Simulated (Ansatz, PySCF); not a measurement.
ethanethiol cation (C₂H₆S), SMILES SCC (connectivity only; charge and spin as stated), charge +1, multiplicity 2. Atoms are numbered in the order given.

```xyz
9

C      0.3443    -1.6564     0.0000
C     -0.6311    -0.4944     0.0000
S      0.0686     1.1594     0.0000
H     -0.2348    -2.5814     0.0000
H      0.9729    -1.6495    -0.8916
H      0.9729    -1.6495     0.8916
H     -1.3080    -0.4784     0.8712
H     -1.3080    -0.4784    -0.8712
H      1.3876     0.8419     0.0000
```
Charge +1, spin multiplicity 2.

Geometry optimised at TPSSh-D3(BJ)/def2-TZVP. The multiplicity is an assumed one; other spin states were not compared. The values are those of a single conformer.

Two levels are set side by side: PBE-D3(BJ)/def2-TZVP (Ansatz, a first-principles code) and TPSSh-D3(BJ)/def2-TZVP (PySCF). Each level has its own optimised geometry; the coordinates shown are those of the second. Differences are taken from unrounded values.

| quantity | TPSSh-D3(BJ) | PBE-D3(BJ) | PBE-D3(BJ) minus TPSSh-D3(BJ) |
|---|---|---|---|
| mean bond length (Å) | 1.269 | 1.274 | 0.006 |
| bond C1–C2 (Å) | 1.517 | 1.512 | -0.006 |
| bond C2–S3 (Å) | 1.796 | 1.787 | -0.009 |
| bond C1–H4 (Å) | 1.091 | 1.099 | 0.007 |
| bond C1–H5 (Å) | 1.091 | 1.099 | 0.008 |
| bond C1–H6 (Å) | 1.091 | 1.099 | 0.008 |
| bond C2–H7 (Å) | 1.103 | 1.115 | 0.012 |
| bond C2–H8 (Å) | 1.103 | 1.115 | 0.012 |
| bond S3–H9 (Å) | 1.357 | 1.369 | 0.013 |

GGA bonds tend to be longer and softer than those of functionals with exact exchange. Differences between two approximate levels are no errors against the true value.
